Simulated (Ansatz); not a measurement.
Basis sets compared for Si3H2⁻ (the lowest doublet isomer of a short search). The state is a doublet with charge -1. Geometry B3LYP-D4/def2-TZVPD. Ansatz on 4 threads of Arm Neoverse V1 on a shared host; times are rough, and most runs start from earlier orbitals.

```xyz
5

Si   -0.069    1.015   -0.266
Si   -0.168   -0.633   -1.762
Si    0.898   -0.876    0.429
H     0.180   -1.750    1.460
H    -0.842    2.244    0.138
```

At PBE-D4/def2-SVPD, PBE-D4/def2-TZVPD the highest occupied level of the charge -1 doublet lies above zero (up to 0.61 eV). By energy differences its removal costs 1.80 eV (vertical, to the charge 0 singlet, at CCSD(T)/def2-TZVPPD). The structure comes from a short search, and lower isomers may exist.

| level | functions | energy (Eh) | HOMO (eV) | LUMO (eV) | wall time |
| --- | --- | --- | --- | --- | --- |
| PBE-D4/def2-SVPD | 88 | -868.9269 | 0.61 | 1.47 | 1.1 s |
| PBE0-D4/def2-SVPD | 88 | -869.0011 | -0.22 | 2.22 | 1.4 s |

Task: Estimate the rows for PBE-D4/def2-TZVPD, PBE0-D4/def2-TZVPD.

Result: 
```json
{"level": "PBE-D4/def2-TZVPD", "functions": "147", "energy (Eh)": "-869.2261", "HOMO (eV)": "0.49", "LUMO (eV)": "1.35", "wall time": "1.9 s"}
{"level": "PBE0-D4/def2-TZVPD", "functions": "147", "energy (Eh)": "-869.2970", "HOMO (eV)": "-0.32", "LUMO (eV)": "2.11", "wall time": "2.9 s"}
```
